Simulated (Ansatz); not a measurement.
Species: C4H5 (charge -1, singlet). It need not be the lowest isomer of its formula. Whether it binds its extra electron was not tested at this geometry. 
Coordinates optimised at B3LYP-D3(BJ)/def2-TZVP (Ansatz, an electronic-structure program):
```xyz
9

C      0.6769     1.8791     0.0046
C      0.6487     0.5148    -0.0013
C     -0.5206    -0.3436     0.0013
C     -0.5670    -1.6923    -0.0043
H     -0.3881     2.2265     0.0119
H      1.5941    -0.0492    -0.0089
H     -1.4697     0.1964     0.0089
H      0.3423    -2.2863    -0.0119
H     -1.5059    -2.2352    -0.0016
```
Charge -1, spin multiplicity 1.

Total electronic energies in hartree. Cores are frozen in the correlated levels unless marked. Spin-orbit coupling is left out. Non-relativistic. 

The Hartree-Fock reference is unstable (checked in the largest basis), which strains HF and MP2. 

```tsv
level	program	energy (Eh)
HF/STO-3G	Ansatz	-152.20214
HF/6-31G*	Ansatz	-154.23673
PBE-D4/def2-TZVPD	Ansatz + dftd4	-155.18920
BLYP-D4/def2-TZVPD	Ansatz + dftd4	-155.34154
revPBE-D4/def2-TZVPD	Ansatz + dftd4	-155.37661
revPBE/def2-TZVPD	Ansatz	-155.35350
B3LYP-D4/def2-TZVPD	Ansatz + dftd4	-155.41659
PBE0/def2-QZVPP	Ansatz	-155.20496
CAM-B3LYP-D3(BJ)/def2-TZVPD	Ansatz + dftd3	-155.30657
CAM-B3LYP/def2-TZVPD	Ansatz	-155.30235
B2PLYP-D4/def2-TZVPD	Ansatz + dftd4	-155.25045
RI-MP2/cc-pVTZ	Ansatz	-154.96680
SCS-MP2/STO-3G	Ansatz	-152.43088
CCSD(T)/cc-pVTZ	Ansatz	-155.03319
```

Totals of different functionals don't rank their quality; only differences between species are comparable.
